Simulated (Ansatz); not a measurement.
# [BF2]+ (SMILES F[B+]F): CCSD(T)/cc-pVTZ

What is the vertical ionisation energy of [BF2]+ at CCSD(T)/cc-pVTZ? 

The results are computed with Ansatz 0.2.0.

6 further runs of the same task are left out: 3 that didn't finish, 3 set aside as unsound or not needed.

**1. The molecule**

The species is [BF2]+ (3 atoms), meant as a singlet with charge +1. As SMILES, `F[B+]F`. The coordinates come from a PBE0-D4/def2-TZVP relaxation.

Bond lengths: F1–B2 1.226 Å, B2–F3 1.226 Å. Angles: F1–B2–F3 180.0°.

**2. A single-point energy at CCSD(T)/cc-pVTZ**

input.yaml reads:

```yaml
crystal:
  periodic: [false, false, false]
  atoms:
    - symbol: F
      position_ang: [0.329710, 1.140520, 0.307700]
    - symbol: B
      position_ang: [0.000000, -0.000000, 0.000000]
    - symbol: F
      position_ang: [-0.329720, -1.140520, -0.307700]
basis:
  gaussian:
    orbitals: cc-pVTZ
total_charge: 1
magnetization:
  spin_polarized: false
  initial_magnetization: 0
correlation:
  method: ccsd_t
  frozen_orbitals: {B: 1, F: 1}
accuracy: high
scf:
  omitted_lower_state_checks: [cluster_reference, increment]
```

Command:

```sh
$ ansatz run input.yaml --threads 1 --pin off --max-ram 3480MiB --events-out events.jsonl --progress --plain --runs-dir runs
```

The program printed, shortened:

```text
Warning: RAYON_NUM_THREADS=1 ignored (pool sized by the plan → 1); use --threads N
Functional definition: HF
  name "HF"
[...]
1354 factors; integrals over basis functions are off by at most 4.1e-9 eV
[...]
mean field -6079.03406224 eV, -223.4003812700 hartree, gradient 2.8e-8 eV, S^2 0.000000; 0 other end points of the search recorded, 0 dependent functions left out
3 core orbitals not correlated: weight in the atoms' cores, before any rotation towards them, 1.000 or more for the frozen orbitals, at most 0.000 for the correlated occupied ones
reference -6079.03406224 eV, -223.4003812700 hartree; 8, 8 occupied and 79, 79 virtual orbitals, 1354 factors
second order -15.47168130 eV of doubles, -0.00000000 eV of singles
cycle   1  -15.04256844 eV  change    4.3e-1 eV  update   8.8e-2
[...]
cycle  18  -15.42791276 eV  change   -1.4e-9 eV  update  3.8e-10
perturbative correction -0.49316040 eV, -0.0181233104 hartree
Total energy: -6094.95513539 eV, -223.9854699167 hartree
Checks for a lower state left out: cluster_reference, increment
```

It took 4.2 s on 1 thread of Arm Neoverse V2, shared host; peak memory 0.44 GiB.

**3. Doublet [BF2]2+, same level**

in.yaml reads:

```yaml
crystal:
  periodic: [false, false, false]
  atoms:
    - {symbol: F, position_ang: [0.329710, 1.140520, 0.307700]}
    - {symbol: B, position_ang: [0.000000, -0.000000, 0.000000]}
    - {symbol: F, position_ang: [-0.329720, -1.140520, -0.307700]}
basis:
  gaussian:
    orbitals: cc-pVTZ
total_charge: 2
magnetization:
  spin_polarized: true
  initial_magnetization: 1
correlation:
  method: ccsd_t
  frozen_orbitals: {B: 1, F: 1}
accuracy: high
scf:
  omitted_lower_state_checks: [cluster_reference, increment]
```

Command:

```sh
$ ansatz run in.yaml --threads 1 --pin off --max-ram 3480MiB --events-out events.jsonl --progress --plain --runs-dir runs
```

The program printed, shortened:

```text
Warning: RAYON_NUM_THREADS=1 ignored (pool sized by the plan → 1); use --threads N
[... 2 set-up lines as earlier in the session ...]
[...]
1356 factors; integrals over basis functions are off by at most 4.1e-9 eV
[...]
mean field -6053.48182112 eV, -222.4613537290 hartree, gradient 1.4e-8 eV, S^2 0.757859; 8 other end points of the search recorded, 0 dependent functions left out
3 core orbitals not correlated: weight in the atoms' cores, before any rotation towards them, 1.000 or more for the frozen orbitals, at most 0.000 for the correlated occupied ones
reference -6053.48182112 eV, -222.4613537290 hartree; 8, 7 occupied and 79, 80 virtual orbitals, 1356 factors
second order -13.76937188 eV of doubles, -0.00000000 eV of singles
cycle   1  -13.57886735 eV  change    1.9e-1 eV  update   1.2e-1
[...]
cycle  26  -14.28000794 eV  change   -1.4e-9 eV  update   1.6e-9
perturbative correction -0.60486024 eV, -0.0222282040 hartree
Total energy: -6068.36668931 eV, -223.0083625455 hartree
Checks for a lower state left out: cluster_reference, increment
```

Wall time 34 s (1 thread of Arm Neoverse V2, shared host); peak memory 0.98 GiB.

**4. Outcome**

Level: CCSD(T)/cc-pVTZ, 3 core orbitals frozen.

| quantity | value |
| --- | --- |
| singlet [BF2]+: total energy | -223.98547 Eh |
| singlet [BF2]+: correlation energy (3 core orbitals frozen) | -585.1 mEh |
| singlet [BF2]+: (T) correction | -18.12 mEh |
| singlet [BF2]+: T1 diagnostic | 0.015 |
| doublet [BF2]2+: total energy | -223.00836 Eh |
| doublet [BF2]2+: correlation energy (3 core orbitals frozen) | -547.0 mEh |
| doublet [BF2]2+: (T) correction | -22.23 mEh |
| doublet [BF2]2+: ⟨S²⟩ of the reference determinant | 0.758 |
| doublet [BF2]2+: T1 diagnostic | 0.086 |
| vertical ionisation energy (to the doublet dication) | 26.588 eV |

In words: Removing an electron at fixed nuclei costs 26.59 eV (613 kcal/mol). The triples (singlet [BF2]+) make up 3.1 % of the correlation energy. The T1 diagnostic (doublet [BF2]2+) of 0.086 is above the customary mark for such species, so a single reference may not serve. The triples (doublet [BF2]2+) make up 4.1 % of the correlation energy.
